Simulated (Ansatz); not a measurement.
## Molecular dynamics of FLi

The input (input.yaml):

```yaml
crystal:
  periodic: [false, false, false]
  atoms:
    - { symbol: Li, position_ang: [-0.654785, 0.189947, -0.345599] }
    - { symbol: F, position_ang: [0.684285, -0.250147, 0.349599] }
basis:
  gaussian: { orbitals: def2-TZVP }
hamiltonian:
  xc: pbe
  dispersion: d4
md:
  timestep: 2.0
  n_steps: 166
  ensemble: nvt_nose_hoover
  temperature: 1000.0
  initial_velocities: maxwell_boltzmann
  seed: 692266
scf:
  lower_state_search: "off"
```

Launched with:

```bash
$ ansatz run input.yaml --threads 1 --pin off --max-ram 2048MiB --backend cpu --events-out ev --progress --plain --runs-dir out
```

It starts from a relaxed structure.

Output, in part (step lines, the closing report, with atoms numbered from 0):

```
md step     0: t =     0.00 fs  T =  1000.0 K  F+E_penalty+E_count = -2921.06540417 eV  E_kin = 0.043087 eV  conserved = -2921.02231750 eV  (13 SCF iters)
[... lines left out ...]
Total energy: -2920.87232115 eV, -107.3400779638 hartree
Atom 0 at    -0.567266     0.161183    -0.300162 Å, force    -2.650230     0.871015    -1.375906 eV/Å
Atom 1 at     0.652315    -0.239640     0.333001 Å, force     2.650230    -0.871015     1.375906 eV/Å
Dipole moment:    -0.967722     0.318048    -0.502407 e Å
```

The steps, from the saved trajectory:

```csv
time (fs),T (K),potential energy less start (eV),conserved less start (meV/atom)
0.0,1000,0.000,0.00
10.0,0,0.044,0.59
20.0,1010,0.000,0.00
30.0,77,0.042,0.65
40.0,816,0.010,0.21
50.0,187,0.039,0.54
60.0,841,0.012,0.10
70.0,636,0.022,0.25
80.0,408,0.036,0.53
90.0,734,0.022,0.38
100.0,336,0.045,0.65
110.0,1392,0.002,-0.01
120.0,63,0.067,0.89
130.0,1605,0.005,0.13
140.0,1,0.087,1.43
150.0,2063,0.011,0.34
160.0,64,0.110,1.40
170.0,3043,0.003,-0.15
180.0,1089,0.110,1.53
190.0,2662,0.097,1.82
200.0,821,0.190,2.51
210.0,5509,0.048,-0.49
220.0,5476,0.083,-0.01
230.0,2767,0.275,4.15
240.0,2340,0.302,4.28
250.0,7786,0.098,-0.85
260.0,8930,0.055,-1.11
270.0,2048,0.349,4.77
280.0,3347,0.287,4.49
290.0,5850,0.118,0.11
300.0,7031,0.034,-0.82
310.0,824,0.244,3.14
320.0,3285,0.122,2.32
330.0,1395,0.137,1.86
```

All steps were run. The conserved energy wandered by up to 8.4 meV per atom (net 3.4 meV per atom), which is poor conservation. The mean temperature of the second half is 253 % above the set value. A run of 0.33 ps of so small a system gives no equilibrium averages.

The same pairs are bonded in the first frame and the last. Pairs count as bonded within 1.25 times the sum of covalent radii (0.12 Å more for H–H).

Last frame:

```xyz
2
Properties=species:S:1:pos:R:3
Li -0.567 0.161 -0.300
F 0.652 -0.240 0.333
```

The run took 33 s on 1 CPU thread of a shared host.
